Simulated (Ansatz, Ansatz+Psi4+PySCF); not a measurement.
```csv
atom,x (Å),y (Å),z (Å)
C,-0.0479,1.1562,0.0000
S,-0.0479,-0.6782,0.0000
H,1.2831,-0.8366,0.0000
H,-1.0926,1.4681,0.0000
H,0.4323,1.5579,0.8923
H,0.4323,1.5579,-0.8923
```

Basis set: cc-pVTZ on H, C; cc-pV(T+d)Z on S (spherical functions). Left uncorrelated: 6 orbitals. Charge 0, multiplicity 1.

Computed with Ansatz (development build ahead of 0.2.0); each method stands on the lowest determinant of its kind that the runs found. Restricted open shells among the atoms or ions are ROHF, correlated in semicanonical orbitals with singles.

The atomization energy at this shape (free ground-state atoms in the same class of orbitals less the molecule, no zero-point energy) of singlet CH4S:

```csv
method,atomization energy
RHF-CCSD(T),20.06 eV
RHF-MP2,20.05 eV
```

(1) What does RHF give?

Results:

(1) 15.48 eV.
